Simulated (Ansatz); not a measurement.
# CH3Li (SMILES [Li][CH3]): one structure at several levels

An exercise on one series of results from a longer session: the logs are not shown, and one member is left open.

Method: single points in def2-TZVPP; program: Ansatz 0.2.0, Gaussian basis.

Cores are frozen in the correlated methods. The outer core shell of Li, Na, Mg and K is correlated.

### Starting geometry

5 atoms, charge 0, spin multiplicity 1.

Atoms are counted from 1 here; the program's logs count them from 0.

Bond lengths: Li1–C2 2.178 Å, C2–H3 1.112 Å, C2–H4 1.024 Å, C2–H5 0.956 Å. Angles: Li1–C2–H3 105.7°, Li1–C2–H4 101.4°, Li1–C2–H5 108.5°, H3–C2–H4 119.3°, H3–C2–H5 108.0°, H4–C2–H5 113.1°.

Coordinates:

```
Li    1.4770    0.8571   -0.7990
C    -0.2385   -0.1335    0.1066
H    -0.2068   -1.1831   -0.2582
H    -0.0810    0.0564    1.1002
H    -1.0355    0.2718   -0.2311
```

The first run:

Input file run/in.yaml:

```yaml
crystal:
  periodic: [false, false, false]
  atoms:
    - {symbol: Li, position_ang: [1.477000, 0.857100, -0.799000]}
    - {symbol: C, position_ang: [-0.238500, -0.133500, 0.106600]}
    - {symbol: H, position_ang: [-0.206800, -1.183100, -0.258200]}
    - {symbol: H, position_ang: [-0.081000, 0.056400, 1.100200]}
    - {symbol: H, position_ang: [-1.035500, 0.271800, -0.231100]}
basis:
  gaussian: {orbitals: def2-TZVPP}
correlation: {method: ccsd_t}
output: {forces: true}
```

The command line of these runs was not kept.

Steps of the session up to this table: CCSD(T)/def2-TZVPP; PBE0-D4/def2-TZVPP; wB97M-V/def2-TZVPP; r2SCAN-D4/def2-TZVPP; PBE-D4/def2-TZVPP; BLYP-D4/def2-TZVPP; CAM-B3LYP-D4/def2-TZVPP.

One table of the session follows, with a row left open; its other results are not shown here.

```
      method  RMS force component (eV/Å)  angle to CCSD(T) forces (°)  dipole (D)
     CCSD(T)                       2.580                    reference        5.82
     PBE0-D4                       2.590                          0.5        5.69
     wB97M-V                       2.549                          0.8        5.74
   r2SCAN-D4                       2.558                          0.3        5.70
      PBE-D4                       2.611                          2.0        5.25
     BLYP-D4                       2.535                          2.1        5.11
CAM-B3LYP-D4                           ?                            ?           ?
```

Q: Estimate the row for CAM-B3LYP-D4 from the others.

The run gave: RMS force component (eV/Å): 2.548; angle to CCSD(T) forces (°): 1.2; dipole (D): 5.79. In the column «RMS force component (eV/Å)» it lies between BLYP-D4 (2.535) and wB97M-V (2.549).
